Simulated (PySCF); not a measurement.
# Polarisability of `CC#[N+]C`

C3H6N (charge +1).
Cartesian coordinates in Å at the GFN2-xTB level; atoms count from 1:
```xyz
10
C3H6N angstrom
C      1.9501   -0.0705    0.0468
C      0.5587   -0.0203    0.2003
N     -0.5836    0.0212    0.3252
C     -1.9502    0.0714    0.4748
H      2.3672    0.9398    0.0760
H      2.2054   -0.5301   -0.9118
H      2.3958   -0.6610    0.8519
H     -2.4284   -0.3796   -0.3975
H     -2.2679    1.1123    0.5671
H     -2.2382   -0.4787    1.3734
```

Level: CAM-B3LYP/def2-SVPD (PySCF), static field, nuclei fixed, core orbitals frozen in the response. The polarisability tensor in these axes (au):

```
x   60.47 -1.14 -3.44
y   -1.14 29.20  0.12
z   -3.44  0.12 29.53
```

Problem. What are the eigenvalues, a third of the trace, and Δα (Δα² = ½Σ(αi − αj)² over the three pairs)?

Solution. Principal values 29.16, 29.16 and 60.89 au; mean 39.73 au = 5.89 Å³ = 6.55 × 10⁻⁴⁰ C²·m²/J; Δα = 31.74 au (80 % of the mean).

Problem. What depolarisation ratio follows for Rayleigh scattering of linearly polarised light, taking the static tensor?

Solution. ρ = 3Δα²/(45ᾱ² + 4Δα²) = 3021.7/(71048 + 4028.9) = 0.0402.

Problem. Give the eigenvalues of the traceless quadrupole moment Θ = ½Σq(3rr − r²1), origin at the centre of nuclear charge.

Solution. -8.82, -8.81, 17.63 D·Å. The values depend on the origin, since the species is charged. The electronic extent ⟨r²⟩ about the same centre is 354 bohr², a root-mean-square distance of 1.82 Å for the 30 electrons.

Problem. Sum over states: ᾱ = Σ f/ω², ω in Eh. What share falls to these 8 lowest TDDFT singlets (eV, f)? 7.40, 0.0000; 7.67, 0.0001; 7.67, 0.0001; 10.09, 0.0130; 10.09, 0.0227; 10.10, 1.6096; 10.61, 0.0000; 10.81, 0.0232.

Solution. They add up to 12.08 au, 30.4 % of the 39.73 au; the largest single term is 11.68 au, from the state at 10.10 eV. Terms in order: 0.00, 0.00, 0.00, 0.09, 0.16, 11.68, 0.00, 0.15 au. Higher excitations give the rest. The strengths listed sum to 1.669.

Geometry: GFN2-xTB; no solvent, vibrations or thermal averaging.
